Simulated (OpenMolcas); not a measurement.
**How methods differ on BH3 (borane)**

BH3 has 4 atoms, charge 0, and is taken as a singlet. SMILES: `B`. The shape is that of a PBE0-D4/def2-TZVP optimisation.

```xyz
4

B     0.0139   -0.0151   -0.0051
H     0.9822    0.3817    0.5688
H    -0.2762   -1.1718    0.0430
H    -0.6644    0.7449   -0.6269
```

Quantity: the energy change with the B1–H3 bond stretched from 1.193 to 1.492 Å, in eV. The values are calculated.

```json
{"level": "HF/6-31G (restricted)", "kind": "Hartree–Fock", "program": "OpenMolcas", "value (eV)": "0.76", "less FCI/6-31G": "+0.15", "CPU time (all runs)": "3.3 s"}
{"level": "r2SCAN/6-31G (restricted)", "kind": "meta-GGA", "program": "OpenMolcas", "value (eV)": "0.67", "less FCI/6-31G": "+0.06", "CPU time (all runs)": "7.5 s"}
{"level": "B3LYP/6-31G (restricted)", "kind": "global hybrid", "program": "OpenMolcas", "value (eV)": "0.68", "less FCI/6-31G": "+0.07", "CPU time (all runs)": "6.6 s"}
{"level": "M06-2X/6-31G (restricted)", "kind": "hybrid meta-GGA", "program": "OpenMolcas", "value (eV)": "0.72", "less FCI/6-31G": "+0.11", "CPU time (all runs)": "7.6 s"}
{"level": "B2PLYP/6-31G (restricted)", "kind": "double hybrid", "program": "OpenMolcas", "value (eV)": "0.70", "less FCI/6-31G": "+0.09", "CPU time (all runs)": "6.3 s"}
{"level": "MP2/6-31G (restricted)", "kind": "perturbation theory", "program": "OpenMolcas", "value (eV)": "0.68", "less FCI/6-31G": "+0.07", "CPU time (all runs)": "3.5 s"}
{"level": "CISD/6-31G (restricted)", "kind": "coupled cluster or CI", "program": "OpenMolcas", "value (eV)": "0.63", "less FCI/6-31G": "+0.02", "CPU time (all runs)": "3.7 s"}
{"level": "FCI/3-21G", "kind": "exact in the basis", "program": "OpenMolcas", "value (eV)": "0.61", "less FCI/6-31G": "0.00", "CPU time (all runs)": "7.4 s"}
{"level": "FCI/6-31G", "kind": "exact in the basis", "program": "OpenMolcas", "value (eV)": "0.61", "less FCI/6-31G": "0.00", "CPU time (all runs)": "7 s"}
```

FCI/6-31G is exact within its basis and frozen core, so for wave-function methods in that basis the difference is their error; functionals converge differently with the basis, so for them it is only a difference. The first shape isn't each level's own minimum. The values span 0.61 to 0.76 eV. All rows use very small basis sets, so even the best lies far from the true value. CPU times are rough (shared hosts, several kinds of processor): they show what a rung costs within a factor of a few.
